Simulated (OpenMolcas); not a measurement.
## Exact exchange and the vertical energy of the quartet above the doublet of CH4FSi

The species is CH4FSi (7 atoms), meant as a doublet with charge 0. SMILES: `[CH2][SiH2]F`. Geometry: relaxed at PBE0-D4/def2-TZVP. This is one conformer, not always the lowest.

The vertical energy of the quartet above the doublet y, in eV, basis 6-311+G(d,p); a is the functional's share of exact exchange. Programs: OpenMolcas 26.06.

```
functional     program     a  y (eV)
     UBLYP  OpenMolcas     0    7.33
      UPBE  OpenMolcas     0    7.18
    UB3LYP  OpenMolcas   0.2    7.70
     UPBE0  OpenMolcas  0.25       ?
    UBHLYP  OpenMolcas   0.5    8.14
```

**Question.** Fit y = c + s·a to the known rows and predict UPBE0.

**Answer.** 
1. Means of the 4 rows: a = 0.1750, y = 7.588.
2. Σ(Δa)² = 0.1675, Σ(Δa·Δy) = 0.29875, so the slope is 0.29875/0.1675 = 1.7836.
3. Intercept: 7.588 − (1.7836) × 0.1750 = 7.276. The largest residual of the fit is 0.096.
4. UPBE0: 7.276 + (1.7836) × 0.25 = 7.72 eV.

The run gave 7.62 eV, so the prediction is off by +0.10 eV, about the largest residual. The rows mix families of semi-local functionals, which the line can't see.
